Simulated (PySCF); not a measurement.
HO, charge -1.

```xyz
2

O      0.0000     0.0000    -0.1071
H      0.0000     0.0000     0.8564
```
Charge -1, spin multiplicity 1.

The structure is a stationary point at PBE0-D3(BJ)/def2-TZVPD.

Method: PBE/pcSseg-2 in PySCF. Non-relativistic, no solvent.

Computed absolute GIAO shielding of each atom: isotropic value and principal components (ppm):
```csv
atom,σ(iso),σ11,σ22,σ33,span
O1,367.4,345.0,345.0,412.1,67.1
H2,37.4,31.3,31.3,49.4,18.1
```
